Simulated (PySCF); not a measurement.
Species: C₃H₂O (charge +1 and doublet state).
Z-matrix (Å and degrees, GFN2-xTB geometry), rows numbered from 1:
```
O 
C   1  1.1547
C   2  1.4737  1  153.59
C   3  1.3130  2   63.57  1   179.95
H   3  1.0776  2  139.78  4   179.99
H   4  1.0776  2  139.83  3  -180.00
```

As a line formula: `O=C1[CH][CH+]1` [radical] (charge +1).

Method used: UKS B3LYP, pcH-1 on C H O, non-relativistic, mean-field spin-orbit, GIAO (PySCF 2.14.0). Geometry: GFN2-xTB; no solvent, vibrations or thermal averaging. The geometry wasn't refined by DFT: couplings that depend on bond lengths, twists or pyramidal angles can differ widely from those at the functional's own minimum, by a factor of two or more for some ions and for spin on atoms past the first row.

Principal values of hyperfine tensors in MHz (contact and dipolar terms together), for some of the nuclei:

```
atom  isotope       A1     A2      A3  alike by the symmetry of this geometry
  H5       1H    84.61  91.23  109.39                                      H6
  C4      13C    43.29  45.89  113.10                                      C3
  O1      17O  -215.20  48.11   60.88                                    none
```

**Question.** Split each tensor into its isotropic and traceless parts, and turn a_iso into mT with g = 2.0040.

**Answer.** a_iso is a third of the trace, T = A − a_iso, and a(mT) = a(MHz)/(g × 13.996).

```csv
atom,a_iso (MHz),a_iso (mT),T1,T2,T3
H5,95.08,3.390,-10.47,-3.85,14.32
C4,67.43,2.404,-24.13,-21.54,45.67
O1,-35.40,-1.262,-179.79,83.51,96.29
```

**Question.** What spin density at the nucleus of C4 lies behind its contact coupling (g_N = 1.40482)?

**Answer.** a_FC = 800.24 MHz bohr³ × g_N × ρ(0)/(2S). With a_FC = 67.43 MHz and 2S = 1, ρ(0) = 0.05998 bohr⁻³.

**Question.** C2 (13C, g_N = 1.40482) isn't in the table. Its spin density at the nucleus is -0.06735 bohr⁻³. What is its contact coupling?

**Answer.** By the same relation, a_FC = -75.7 MHz. Its full tensor has the principal values -94.89, -71.85, -60.39 MHz.

**Question.** Name the largest traceless tensor T of the table and describe it.

**Answer.** O1: -179.8, 83.5, 96.3 MHz, nearly axial, close to the ratio +1:+1:−2, the form that spin in one p orbital centred on that nucleus gives (the nuclear moment is negative).

**Question.** What first-order splitting does H5 cause when the field lies along A1, A2 or A3 of its tensor (g taken as isotropic, no quadrupole term)?

**Answer.** 2 lines (I = 1/2), spaced by |A_i|/(g × 13.996): 3.02, 3.25, 3.90 mT along the axes of A1, A2 and A3.

The SMILES draws the unpaired electron on C3; the largest computed Mulliken spin population is on O1 (0.57 against 0.19).
